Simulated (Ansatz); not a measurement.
A nudged elastic band was laid between two geometries of H + H4Si (6 atoms, charge 0, multiplicity 2).

The calculation used Ansatz 0.2.0, UKS PBE0-D4/def2-SVP.

* movable images: 7
* climbing image: yes
* spring: 5.0 eV/Å²
* optimiser: quadratic models (default)
* start path: through a guess of the saddle point
* force threshold: 0.03 eV/Å
* iteration limit: 60
* end points: relaxed

First end point:

```xyz
6
Properties=species:S:1:pos:R:3
Si 0.000 0.000 -0.244
H 0.000 0.000 1.249
H 1.407 0.000 -0.744
H -0.703 1.218 -0.745
H -0.703 -1.218 -0.745
H 0.000 0.000 4.150
```

Last end point:

```xyz
6
Properties=species:S:1:pos:R:3
Si 0.001 0.000 -0.531
H 0.000 0.000 2.812
H 1.425 0.000 -0.979
H -0.712 1.234 -0.978
H -0.712 -1.234 -0.978
H 0.000 0.000 3.575
```

Task: What changes between the two ends?

Result: Bonds broken: Si1–H2. Bonds formed: H2–H6. H + H4Si becomes H2 + H3Si.

Task: What energy profile does the band end with?

Result: The run converged. The highest image is number 3 of 0 to 8, 2.0 kcal/mol above the first end and 13.2 kcal/mol above the last; the last end lies 11.2 kcal/mol below the first. A vibrational analysis at the climbing image gives one clearly imaginary mode, 651i cm⁻¹: a first-order saddle point.

```csv
image,path coordinate (Å),energy (kcal/mol),Si1–H2 (Å),H2–H6 (Å)
0,0.00,0.0,1.49,2.90
1,0.46,0.1,1.49,2.39
2,0.93,0.8,1.50,1.88
3,1.39,2.0,1.55,1.34
4,1.78,-5.2,1.98,0.85
5,2.17,-8.8,2.36,0.78
6,2.56,-10.4,2.69,0.77
7,2.94,-11.0,3.01,0.76
8,3.33,-11.2,3.34,0.76
```

Task: What is the geometry of the highest image?

Result: 
```xyz
6
Properties=species:S:1:pos:R:3
Si 0.001 0.000 -0.012
H 0.003 0.000 1.542
H 1.412 0.000 -0.499
H -0.706 1.223 -0.495
H -0.706 -1.223 -0.495
H -0.004 0.000 2.879
```

Task: What are the harmonic wavenumbers there?

Result: 651i, 256, 257, 874, 917, 917, 968, 968, 1512, 2235, 2251, 2251 cm⁻¹.

The run took 38 s on 1 thread of AMD EPYC 7R13 Processor (Zen 3), with other jobs on the host, peak memory 0.11 GiB.
